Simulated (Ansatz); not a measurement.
# Ag (model structure, started from the omega type, P6/mmm, No. 191, 3 atoms in the cell): properties by level of theory

```json
[
 {"level (code)": "PBE (Ansatz)", "lattice constant a (Å)": "___", "lattice parameter c (Å)": "2.826"},
 {"level (code)": "PBEsol (Ansatz)", "lattice constant a (Å)": "4.621", "lattice parameter c (Å)": "2.760"},
 {"level (code)": "PBE-D3(BJ) (Ansatz)", "lattice constant a (Å)": "___", "lattice parameter c (Å)": "2.774"}
]
```

Fill in the missing entries.


- PBE (Ansatz, a first-principles code), lattice constant a (Å): 4.729
- PBE-D3(BJ) (Ansatz), lattice constant a (Å): 4.644

Ansatz's density-functional and Hartree–Fock values are scalar-relativistic unless marked +SOC, with PAW data made under PBE.

Static lattice: no zero-point or thermal effects.

A model structure was made by putting elements into a prototype or built by hand; it is no filed structure, need not be a known phase, and can be a saddle point held by its symmetry.
